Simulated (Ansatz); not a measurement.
Molecule: ammonia, NH₃ (charge 0, singlet). 
Coordinates optimised at B3LYP-D3(BJ)/def2-TZVP (Ansatz, a first-principles code):
```
N
H 1 1.0136
H 1 1.0136 2 107.33
H 1 1.0136 2 107.33 3 -115.09
```

Total electronic energies in hartree. Cores are frozen in the correlated levels unless marked. Spin-orbit coupling is left out. No relativistic terms. CBS marks a two-point X^-3 extrapolation of the correlation energy; Hartree-Fock from the larger set (for Q and 5 zeta extrapolated as (X+1)exp(-9√X)).

```
level                                program  energy (Eh)
----------------------------  --------------  -----------
HF/cc-pwCVTZ                          Ansatz    -56.21797
RI-HF/def2-QZVPP                      Ansatz    -56.22432
BLYP-D3(BJ)/def2-TZVPD        Ansatz + dftd3   (withheld)
B2PLYP-D3(BJ)/def2-TZVPD      Ansatz + dftd3    -56.53424
B2PLYP-D4/def2-TZVPD          Ansatz + dftd4    -56.53402
CCSD/def2-QZVPP                       Ansatz    -56.48540
CCSD(T)/def2-SVP                      Ansatz    -56.35484
CCSD(T)/def2-QZVPP                    Ansatz    -56.49416
CCSD(T)/CBS(cc-pVQZ,cc-pV5Z)          Ansatz     -56.5047
```

**Question.** Complete the blanks.

**Answer.** 
- BLYP-D3(BJ)/def2-TZVPD, energy (Eh): -56.56232
